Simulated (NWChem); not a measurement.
All runs are NWChem calculations. System: Na, charge 0, spin multiplicity 2. Its SCF solution wasn't tested for a lower state. Level: ROCCSD(T)/def2-TZVP, 1 core orbitals frozen.

Output (cleaned and shortened):

```
             Northwest Computational Chemistry Package (NWChem) 7.3.0
             --------------------------------------------------------

                                NWChem Input Module
                                -------------------

 Scaling coordinates for geometry "geometry" by  1.889725989
 (inverse scale =  0.529177249)

                             Geometry "geometry" -> ""
                             -------------------------

 Output coordinates in angstroms (scale by  1.889725989 to convert to a.u.)

  No.       Tag          Charge          X              Y              Z
 ---- ---------------- ---------- -------------- -------------- --------------
    1 Na                  11.0000     0.00000000     0.00000000     0.00000000

 Effective nuclear repulsion energy (a.u.)       0.0000000000

            Nuclear Dipole moment (a.u.)
            ----------------------------
        X                 Y               Z
 ---------------- ---------------- ----------------
     0.0000000000     0.0000000000     0.0000000000

      Symmetry information
      --------------------

 Group name             D2h
 Group number             26
 Group order               8
 No. of unique centers     1

      Symmetry unique atoms

     1


 Summary of "ao basis" -> "" (spherical)
 ------------------------------------------------------------------------------
       Tag                 Description            Shells   Functions and Types
 ---------------- ------------------------------  ------  ---------------------
 *                         def2-tzvp                  on all atoms

 Summary of "ao basis" -> "ao basis" (spherical)
 ------------------------------------------------------------------------------
       Tag                 Description            Shells   Functions and Types
 ---------------- ------------------------------  ------  ---------------------
 Na                        def2-tzvp                12       32   5s4p3d

                                 NWChem SCF Module
                                 -----------------

  ao basis        = "ao basis"
  functions       =    32
  atoms           =     1
  closed shells   =     5
  open shells     =     1
  charge          =   0.00
  wavefunction    = ROHF
  use symmetry    = T
  symmetry adapt  = T

 Summary of "ao basis" -> "ao basis" (spherical)
 ------------------------------------------------------------------------------
       Tag                 Description            Shells   Functions and Types
 ---------------- ------------------------------  ------  ---------------------
 Na                        def2-tzvp                12       32   5s4p3d

      Symmetry analysis of basis
      --------------------------

        ag         11
        au          0
        b1g         3
        b1u         4
        b2g         3
        b2u         4
        b3g         3
        b3u         4

 Forming initial guess at       0.0s

      Symmetry analysis of molecular orbitals - initial
      -------------------------------------------------

  Numbering of irreducible representations:

     1 ag          2 au          3 b1g         4 b1u         5 b2g
     6 b2u         7 b3g         8 b3u

  Orbital symmetries:

     1 ag          2 ag          3 b3u         4 b2u         5 b1u
     6 ag          7 b1u         8 b2u         9 b3u        10 ag
    11 b2u        12 b3u        13 b1u        14 ag         15 b2g
    16 b3g

 Starting SCF solution at       0.0s

 ----------------------------------------------
         Quadratically convergent ROHF

 Convergence threshold     :          1.000E-07
 Maximum no. of iterations :          100
 Final Fock-matrix accuracy:          1.000E-09
 ----------------------------------------------

              iter       energy          gnorm     gmax       time
             ----- ------------------- --------- --------- --------
                 1     -161.8498338765  3.60D-01  3.12D-01      0.0
                 2     -161.8516784673  4.68D-02  2.39D-02      0.0
                 3     -161.8518101159  1.55D-03  1.35D-03      0.1
                 4     -161.8518137017  7.50D-07  2.92D-07      0.1
                 5     -161.8518137017  6.02D-09  4.05D-09      0.1
[...]
   Bfn.  Coefficient  Atom+Function         Bfn.  Coefficient  Atom+Function
  ----- ------------  ---------------      ----- ------------  ---------------
     6      0.862628  1 Na px                 9      0.227360  1 Na px

 Vector    5  Occ=2.000000D+00  E=-1.517846D+00  Symmetry=b2u
              MO Center= -2.2D-63, -3.7D-53,  1.9D-62, r^2= 2.3D-01
   Bfn.  Coefficient  Atom+Function         Bfn.  Coefficient  Atom+Function
  ----- ------------  ---------------      ----- ------------  ---------------
     7      0.862628  1 Na py                10      0.227360  1 Na py

 Vector    6  Occ=1.000000D+00  E=-7.438910D-02  Symmetry=ag
              MO Center= -2.1D-21,  7.0D-22, -9.5D-24, r^2= 5.8D+00
   Bfn.  Coefficient  Atom+Function         Bfn.  Coefficient  Atom+Function
  ----- ------------  ---------------      ----- ------------  ---------------
     4      0.781972  1 Na s                  5      0.295843  1 Na s
     3     -0.241012  1 Na s

 Vector    7  Occ=0.000000D+00  E= 4.691895D-02  Symmetry=b3u
              MO Center=  9.0D-22,  1.1D-32, -1.9D-32, r^2= 1.2D+01
   Bfn.  Coefficient  Atom+Function         Bfn.  Coefficient  Atom+Function
  ----- ------------  ---------------      ----- ------------  ---------------
    12      1.041164  1 Na px

 Vector    8  Occ=0.000000D+00  E= 4.691895D-02  Symmetry=b2u
              MO Center= -1.7D-34, -4.6D-22,  1.6D-33, r^2= 1.2D+01
   Bfn.  Coefficient  Atom+Function         Bfn.  Coefficient  Atom+Function
  ----- ------------  ---------------      ----- ------------  ---------------
    13      1.041164  1 Na py

 Vector    9  Occ=0.000000D+00  E= 4.691895D-02  Symmetry=b1u
              MO Center=  2.1D-43,  2.1D-43,  9.7D-26, r^2= 1.2D+01
   Bfn.  Coefficient  Atom+Function         Bfn.  Coefficient  Atom+Function
  ----- ------------  ---------------      ----- ------------  ---------------
    14      1.041164  1 Na pz

 center of mass
 --------------
 x =   0.00000000 y =   0.00000000 z =   0.00000000

 moments of inertia (a.u.)
 ------------------
           0.000000000000           0.000000000000           0.000000000000
           0.000000000000           0.000000000000           0.000000000000
           0.000000000000           0.000000000000           0.000000000000

  Mulliken analysis of the total density
  --------------------------------------

    Atom       Charge   Shell Charges
 -----------   ------   -------------------------------------------------------
    1 Na  11    11.00   2.00  0.67  1.32  0.74  0.27  5.07  0.92 -0.00  0.01  0.00 -0.00  0.00

 Mulliken analysis of the open-shell density
 -------------------------------------------

    Atom       Charge   Shell Charges
 -----------   ------   -------------------------------------------------------
    1 Na  11     1.00   0.00  0.01 -0.01  0.74  0.27  0.00  0.00 -0.00  0.00  0.00 -0.00  0.00

       Multipole analysis of the density wrt the origin
       ------------------------------------------------

     L   x y z        total         open         nuclear
     -   - - -        -----         ----         -------
     0   0 0 0     -0.000000     -1.000000     11.000000

     1   1 0 0      0.000000      0.000000      0.000000
     1   0 1 0     -0.000000     -0.000000      0.000000
     1   0 0 1      0.000000      0.000000      0.000000

     2   2 0 0     -9.090681     -6.936185      0.000000
     2   1 1 0     -0.000000     -0.000000      0.000000
     2   1 0 1     -0.000000     -0.000000      0.000000
     2   0 2 0     -9.090681     -6.936185      0.000000
     2   0 1 1     -0.000000     -0.000000      0.000000
     2   0 0 2     -9.090681     -6.936185      0.000000

                   NWChem Extensible Many-Electron Theory Module
                   ---------------------------------------------


            General Information
            -------------------
      Number of processors :     1
         Wavefunction type : Restricted open-shell Hartree-Fock
          No. of electrons :    11
           Alpha electrons :     6
            Beta electrons :     5
           No. of orbitals :    64
            Alpha orbitals :    32
             Beta orbitals :    32
        Alpha frozen cores :     1
         Beta frozen cores :     1
     Alpha frozen virtuals :     0
      Beta frozen virtuals :     0
         Spin multiplicity : doublet
    Number of AO functions :    32
       Number of AO shells :    12
        Use of symmetry is : on
      Symmetry adaption is : on
         Schwarz screening : 0.10D-09

          Correlation Information
          -----------------------
          Calculation type : Coupled-cluster singles & doubles w/ perturbation
   Perturbative correction : (T)
            Max iterations :      100
        Residual threshold : 0.10D-05
     T(0) DIIS level shift : 0.00D+00
     L(0) DIIS level shift : 0.00D+00
     T(1) DIIS level shift : 0.00D+00
     L(1) DIIS level shift : 0.00D+00
     T(R) DIIS level shift : 0.00D+00
     T(I) DIIS level shift : 0.00D+00
   CC-T/L Amplitude update :  5-th order DIIS
                I/O scheme : Global Array Library
        L-threshold :  0.10D-05
        EOM-threshold :  0.10D-05
 no EOMCCSD initial starts read in
 TCE RESTART OPTIONS
 SLICE:      F
 D4D5:       F
 quantumc:   F
 qrotation:  F
 pwtce:      F
 qducc:      F
 nacto:                         0
 nrotv:                         0
 nrot:                          0

            Memory Information
            ------------------
          Available GA space size is     249034752 doubles
          Available MA space size is     104855380 doubles

 Maximum block size supplied by input
 Maximum block size        24 doubles

 tile_dim =      8

 -------------------------------------------------

 Global array virtual files algorithm will be used

 Parallel file system coherency ......... OK

 4-electron integrals stored in orbital form

 v2    file size   =            27359
 4-index algorithm nr.  13 is used
 imaxsize =       30
 imaxsize ichop =        0


CCSD iterations
 ---------------------------------------------------------
 Iter          Residuum       Correlation     Cpu    Wall
 ---------------------------------------------------------
    1   0.0794872311283  -0.1637329134316     0.3     0.3
    2   0.0126299974937  -0.1681335078740     0.3     0.3
    3   0.0027752418289  -0.1688006954483     0.4     0.4
    4   0.0007228935454  -0.1689119745838     0.3     0.3
    5   0.0002011134012  -0.1689425405743     0.3     0.3
    6   0.0000365235427  -0.1689518646787     0.4     0.4
    7   0.0000106907242  -0.1689526796197     0.4     0.4
    8   0.0000032729400  -0.1689527209715     0.3     0.3
    9   0.0000011835704  -0.1689527666068     0.3     0.3
   10   0.0000004074168  -0.1689527828097     0.3     0.3
 -----------------------------------------------------------------
 Iterations converged
 CCSD correlation energy / hartree =        -0.168952782809673
 CCSD total energy / hartree       =      -162.020766484522539

 Singles contributions

 Doubles contributions
 CCSD(T)
 Using plain CCSD(T) code
             total no. of tasks         4008
 total no. of tasks / no. procs         4008
                         wl_min            1           1.0
                         wl_max          512           2.8
        thresh for no. of tasks         4008

 CCSD[T]  correction energy / hartree =        -0.002429489127562
 CCSD[T] correlation energy / hartree =        -0.171382271937235
 CCSD[T] total energy / hartree       =      -162.023195973650104
 CCSD(T)  correction energy / hartree =        -0.002150523669146
 CCSD(T) correlation energy / hartree =        -0.171103306478820
 CCSD(T) total energy / hartree       =      -162.022917008191683

 Task  times  cpu:        4.2s     wall:        4.2s

 Total times  cpu:        4.2s     wall:        4.2s
```

Question: Write an NWChem input that would produce this output.

Answer: One answer among several that fit: 
```
start mol
memory heap 100 mb stack 700 mb global 1900 mb
geometry units angstroms nocenter noautoz
  Na     0.000000     0.000000     0.000000
  symmetry group D2h
end
basis spherical
  * library def2-tzvp
end
scf
  rohf
  nopen 1
  maxiter 100
  thresh 1e-7
  semidirect memsize 60000000 filesize 0
  # guess.movecs holds the orbitals of an unrestricted PBE0 run
  vectors input guess.movecs output mol.movecs
end
tce
  freeze core 1
  ccsd(t)
  2eorb
  2emet 13
  thresh 1e-6
  maxiter 100
  tilesize 24
end
task tce energy
```
